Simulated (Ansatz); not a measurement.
[Br···H···SiH$_{2}$], singlet in cc-pVDZ: errors against RCCSDT(Q)

Geometry: a point of a hydrogen-transfer path between rigid fragments, not a stationary point.

```xyz
5

Br   -0.9164    0.0159    0.0000
H     0.5656    0.0159    0.0000
Si    2.3726    0.0159    0.0000
H     2.9848   -0.8584    1.0900
H     2.9848   -0.8584   -1.0900
```

Basis cc-pVDZ; Ansatz 0.2.0. Correlated methods freeze the noble-gas cores and the filled d shells of p-block atoms, which leaves 14 electrons in 41 orbitals. Prefix R: restricted or restricted open-shell reference; prefix U: unrestricted. Active spaces: pair = (2e, 2o) about the gap; valence = (14e, 11o) chosen from the atoms' valence shells. No spin–orbit coupling is included, and no scalar relativity.

Full CI isn't at hand for all of this; RCCSDT(Q) serves as the reference, and is uncertain by about the last step of the cluster series. The frozen core follows each run's orbitals, which can shift R against U totals by a few meV for light atoms and by up to 0.1 eV past Ca.

The UHF ⟨S²⟩ is 0.524. The T1 diagnostic (RCCSD) is 0.0119. The largest doubles amplitude (RCCSD) is 0.122.

```
                 level  E − E(RCCSDT(Q)) (kJ/mol)  share of correlation (%)  wall time
                   RHF                      724.6                      0.00          –
                  RMP2                      126.1                     82.60          –
                  CISD                       90.9                     87.46      1.4 s
                 RCCSD                       21.6                     97.02          –
              RCCSD(T)                        4.3                     99.41      1.2 s
               BCCD(T)                        4.2                     99.42      1.3 s
                RCCSDT                        1.4                     99.81          –
   CASSCF (pair space)                      672.2                      7.23          –
   NEVPT2 (pair space)                      118.8                     83.61      3.2 s
   MRCISD (pair space)                       74.3                     89.75          –
 MRCISD+Q (pair space)                        6.3                     99.13      3.7 s
CASSCF (valence space)                      536.3                     25.99          –
NEVPT2 (valence space)                      134.1                     81.49        9 s
```

The correlation energy at RCCSDT(Q), counted from RHF, is -7.510 eV. That run took 13 s on 1 thread of Arm Neoverse V2, shared host.

Run but not shown, since their state or frozen core can't be matched to the reference's or they repeat it: UHF, UMP2, UCCSD, UCCSD(T), UCCSDT, UCCSDT(Q).

Times hold each run's SCF and search for its determinant on a shared host, so for small cases they say little of a method's own cost; they ran on 1 thread of Arm Neoverse V2.

Natural occupations of CASSCF (valence space) about the gap: 1.999 1.983 1.973 1.973 1.891 0.110 0.027 0.025 0.020; effectively unpaired electrons, Σ n²(2−n)², 0.10.
